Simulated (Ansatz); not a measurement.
Cost and result for the atomization energy of C3H9NO (`CNC(C)O`) (14 atoms, 13 bonds).

Z-matrix (Å, degrees):
```
C
N 1 1.449
H 1 1.092 2 110.5
H 1 1.091 2 109.1 3 117.7
H 1 1.102 2 113.9 3 -121.5
C 2 1.448 1 115.4 3 72.0
H 2 1.013 1 109.7 3 -167.1
O 6 1.405 2 107.9 1 174.5
C 6 1.515 2 111.5 1 -62.3
H 6 1.103 2 112.1 1 60.2
H 8 0.964 6 106.4 2 54.8
H 9 1.092 6 112.0 2 67.2
H 9 1.094 6 110.0 2 -53.4
H 9 1.090 6 109.1 2 -173.0
```

Total charge 0; spin multiplicity 1. The structure was optimised at the PBE0-D4/def2-TZVP level. It is one conformer, not always the lowest. Program: Ansatz. All runs use 4 threads of an Arm Neoverse V2 on a shared host. Times are those of one run each, without the atoms' runs, and a repeat can differ threefold. Electronic energies, without spin–orbit coupling; frozen cores. CCSD(T)/CBS adds CCSD(T) − MP2 in def2-TZVPP to the MP2 limit, and its time is that of the two runs behind it. T1 = 0.010. B3LYP takes the VWN-RPA correlation (the form of Gaussian; ORCA's B3LYP/G).

CCSD(T)/CBS is a level of theory with its own doubt, some kJ/mol a heavy atom from the limit and from the frozen cores, so smaller differences don't rank the functionals.

```json
{"level": "PBE-D4/def2-TZVPP (with forces)", "functions": "281", "wall time": "2.5 s", "atomization (kJ/mol)": "5439.9", "difference from CCSD(T)/CBS": "116.0", "per bond": "8.9"}
{"level": "PBE0-D4/def2-TZVPP", "functions": "281", "wall time": "2.6 s", "atomization (kJ/mol)": "5341.1", "difference from CCSD(T)/CBS": "17.2", "per bond": "1.3"}
{"level": "B3LYP-D4/def2-TZVPP (with forces)", "functions": "281", "wall time": "4.4 s", "atomization (kJ/mol)": "5329.1", "difference from CCSD(T)/CBS": "5.2", "per bond": "0.4"}
{"level": "r2SCAN-D4/def2-TZVPP (with forces)", "functions": "281", "wall time": "4.5 s", "atomization (kJ/mol)": "5317.7", "difference from CCSD(T)/CBS": "-6.2", "per bond": "-0.5"}
{"level": "B2PLYP/def2-TZVPP", "functions": "281", "wall time": "5.5 s", "atomization (kJ/mol)": "5269.1", "difference from CCSD(T)/CBS": "-54.8", "per bond": "-4.2"}
{"level": "ωB97X-V/def2-TZVPP", "functions": "281", "wall time": "7 s", "atomization (kJ/mol)": "5333.4", "difference from CCSD(T)/CBS": "9.5", "per bond": "0.7"}
{"level": "ωB97M-V/def2-TZVPP (with forces)", "functions": "281", "wall time": "11 s", "atomization (kJ/mol)": "5340.2", "difference from CCSD(T)/CBS": "16.3", "per bond": "1.3"}
{"level": "MP2/def2-QZVPP", "functions": "555", "wall time": "27 s", "atomization (kJ/mol)": "5331.1", "difference from CCSD(T)/CBS": "7.2", "per bond": "0.6"}
{"level": "CCSD(T)/def2-TZVPP", "functions": "281", "wall time": "3.8 min", "atomization (kJ/mol)": "5189.2", "difference from CCSD(T)/CBS": "-134.7", "per bond": "-10.4"}
{"level": "CCSD(T)/CBS(def2)", "functions": "–", "wall time": "4.3 min", "atomization (kJ/mol)": "5323.9", "difference from CCSD(T)/CBS": "0.0", "per bond": "0.0"}
```

In def2-TZVPP, CCSD(T) changes the Hartree–Fock value by +1377.6 kJ/mol (the triples alone add +73.1 kJ/mol) and MP2 by +1440.1 kJ/mol; breaking electron pairs costs correlation energy, which Hartree–Fock lacks. From PBE to PBE0 (25 % exact exchange), in def2-TZVPP and without D4, the atomization energy moves by −94.9 kJ/mol: exact exchange takes away binding that semilocal exchange gives to molecules. The D4 term adds +36.9 kJ/mol with B3LYP and +19.4 kJ/mol with PBE0; it sums over pairs of atoms, weighted by their polarisabilities, and B3LYP, whose exchange is more repulsive, gets the larger term.
